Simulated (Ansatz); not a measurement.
A made-up structure of BSiH2O, doublet:

B1  (-0.592, -0.721, -0.334)
O2  (-0.752, 0.192, 0.823)
Si3  (0.851, 0.733, 0.019)
H4  (-1.263, -1.716, -0.861)
H5  (1.756, 1.513, 0.353)
(Å)

It is relaxed with PBE-D4/def2-SVP and then PBE0-D4/def2-TZVP (Ansatz 0.2.0). Atoms count as bonded within 1.22 times the sum of their covalent radii (H–H: 0.88 Å). The end point is not checked to be a true minimum.

Problem. Does its bonding change? (A judgement: the text doesn't fix the answer.)

Solution. The calculation gives: No: no bond forms or breaks.

Where it ends: The first stage lowers the energy by 2.25 eV in 10 steps. It ends as BSiH₂O ([BH]1[O][SiH]1):
```xyz
5
angstrom
B -0.5366 -0.6319 -0.3118
O -0.6823 0.1845 0.7226
Si 0.5218 0.9882 -0.3230
H -1.0370 -1.6576 -0.6444
H 1.7341 1.1168 0.5567
```

Labels in which every atom is bracketed show which atoms are joined, not bond orders.

For scale, one of the runs: PBE0-D4/def2-TZVP relaxation, 111 basis functions, launched by `ansatz run in.yaml --threads 2 --pin off --events-out ev --progress --plain --max-ram 4352MiB`. Hardware: 2 CPU threads of an Intel Xeon Platinum 8259CL, shared host. Wall time about 22 s.
